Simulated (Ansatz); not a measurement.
A nudged elastic band was laid between two geometries of CH6Si + FH (10 atoms, charge 0, multiplicity 1).

Theory: RKS B3LYP/def2-SVP in Ansatz 0.2.0.

```yaml
movable_images: 9
climbing_image: yes
spring: 5.0 eV/Å²
optimiser: quadratic models (default)
start_path: through a guess of the saddle point
force_threshold: 0.05 eV/Å
iteration_limit: 60
end_points: relaxed
```

Image 0:

```xyz
10
Properties=species:S:1:pos:R:3
Si 0.215 -0.027 0.238
C 0.349 -0.131 2.111
H -0.663 -0.213 2.536
H 0.936 -1.010 2.420
H 0.832 0.768 2.526
H 1.530 0.242 -0.413
H -0.691 1.113 -0.140
H -0.365 -1.269 -0.345
F -2.812 0.262 1.226
H -2.320 0.817 0.664
```

Image 10:

```xyz
10
Properties=species:S:1:pos:R:3
Si -0.515 0.219 -1.385
C -0.067 -0.118 3.507
H -0.948 -0.240 4.154
H 0.521 -1.048 3.516
H 0.551 0.707 3.887
H 0.879 0.718 -1.520
H -1.408 0.905 -2.356
H -0.566 -1.253 -1.584
F -1.044 0.557 0.123
H -0.392 0.105 2.481
```

(1) What changes between the two ends?

(2) Give the energies along the band, and the barrier.

(3) What is the geometry of the highest image?

The band took 26 iterations and roughly 10 core-minutes.

Answers

(1) Bonds broken: Si1–C2, F9–H10. Bonds formed: Si1–F9, C2–H10. CH6Si + FH becomes CH4 + FH3Si.

(2) The forces met the threshold. The highest image is number 3 of 0 to 10, 1.65 eV above the first end and 3.01 eV above the last; the last end lies 1.36 eV below the first. Neighbouring images differ by up to 1.6 eV, so the band resolves the path poorly. A vibrational analysis at the climbing image gives one clearly imaginary mode, 1087i cm⁻¹: a first-order saddle point. The orbitals stay closed-shell, which can raise the energy where a bond breaks towards radicals; this wasn't checked here.

```
image  path coordinate (Å)  energy (eV)  Si1–C2 (Å)  F9–H10 (Å)  Si1–F9 (Å)
    0                 0.00         0.00        1.88        0.93        3.20
    1                 0.97         0.09        1.90        0.93        3.14
    2                 1.94         0.36        1.94        0.94        2.65
    3                 2.91         1.65        2.17        1.20        1.96
    4                 3.74         0.08        2.71        1.65        1.69
    5                 4.57        -0.98        3.22        1.91        1.64
    6                 5.41        -1.30        3.72        2.29        1.63
    7                 6.24        -1.34        4.13        2.47        1.63
    8                 7.07        -1.35        4.38        2.48        1.63
    9                 7.90        -1.36        4.67        2.49        1.63
   10                 8.74        -1.36        4.92        2.49        1.63
```

(3) 
```xyz
10
Properties=species:S:1:pos:R:3
Si -0.251 0.092 0.023
C -0.031 0.010 2.185
H -0.700 -0.020 3.070
H 0.572 -0.908 2.223
H 0.608 0.894 2.306
H 1.255 0.068 0.016
H -0.550 1.390 -0.635
H -0.596 -1.166 -0.690
F -2.074 0.120 0.739
H -1.222 0.071 1.585
```

The run took 10 min on 1 thread of Arm Neoverse V1, on a shared host, peak memory 0.17 GiB.
